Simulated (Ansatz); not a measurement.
Species: formic acid, CH2O2, charge 0, multiplicity 1. SMILES: OC=O
Geometry: optimised at B3LYP-D3(BJ)/def2-TZVP (Ansatz, an electronic-structure program).

Quantity: size of the dipole moment, in D. Set-up: non-relativistic; 6-31G* and kin with 6d, 5d where marked; no dispersion term unless named; LANL2DZ all-electron up to Ne; spin-orbit terms left out; 6-311+G** with 5d. First-principles rows: single points at B3LYP-D3(BJ) geometries (Ansatz).

Measured values: NIST CCCBDB, as tabulated in the package chemicals; dipoles are vibrational averages and may belong to another conformer or a mix. 

Value to compare with, the measured value: 1.41 D.

```tsv
level	program	size of the dipole moment (D)	error
PBE/STO-3G	Ansatz	1.19	-0.22
PBE/LANL2DZ	Ansatz	1.39	-0.02
B3LYP/3-21G	Ansatz	1.27	-0.14
B3LYP/6-31G*	Ansatz	1.43	0.02
B3LYP/cc-pVDZ	Ansatz	1.44	0.03
B3LYP/6-311+G**	Ansatz	1.49	0.08
PBE0/6-311+G**	Ansatz	1.50	0.09
```

Among the 7 habitual levels, PBE/STO-3G lies farthest from the measured value (-0.22 D); 4 of 7 lie above it, and their mean absolute error is 0.09 D, the median 0.08. One case shows no general order.

The levels are drawn from those run, B3LYP/6-31G* more often than the rest, none by its result; runs whose electronic state is in doubt are left out.
